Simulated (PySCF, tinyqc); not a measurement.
Inside a calculation. Method: CISD on RHF in the sto-6g basis, frozen core, for LiH, spin multiplicity 1. The lowest restricted solution is unstable here: a spin-polarised one lies 0.0930 hartree lower (PySCF). One step of it, computed by the program tinyqc.

Problem. Orthogonalisation. S = U s U^T; symmetric (Loewdin) form X = U s^(-1/2) U^T, so that X^T S X = 1.

overlap S, order 1Li 1s, 1Li 2s, 1Li 2px, 1Li 2py, 1Li 2pz, 2H 1s:
```
[[1.000000, 0.235742, 0.000000, 0.000000, 0.000000, 0.002060],
 [0.235742, 1.000000, 0.000000, 0.000000, 0.000000, 0.106711],
 [0.000000, 0.000000, 1.000000, 0.000000, 0.000000, 0.000000],
 [0.000000, 0.000000, 0.000000, 1.000000, 0.000000, 0.000000],
 [0.000000, 0.000000, 0.000000, 0.000000, 1.000000, 0.166182],
 [0.002060, 0.106711, 0.000000, 0.000000, 0.166182, 1.000000]]
```

Give: eigenvalues of S; X.

Solution.

eigenvalues of S: [0.7294, 0.8548, 1.0000, 1.0000, 1.1433, 1.2726]

X, order 1Li 1s, 1Li 2s, 1Li 2px, 1Li 2py, 1Li 2pz, 2H 1s:
```
[[1.0219, -0.1230, 0.0000, 0.0000, -0.0013, 0.0090],
 [-0.1230, 1.0265, 0.0000, 0.0000, 0.0071, -0.0565],
 [0.0000, 0.0000, 1.0000, 0.0000, 0.0000, 0.0000],
 [0.0000, 0.0000, 0.0000, 1.0000, 0.0000, 0.0000],
 [-0.0013, 0.0071, 0.0000, 0.0000, 1.0107, -0.0852],
 [0.0090, -0.0565, 0.0000, 0.0000, -0.0852, 1.0152]]
```
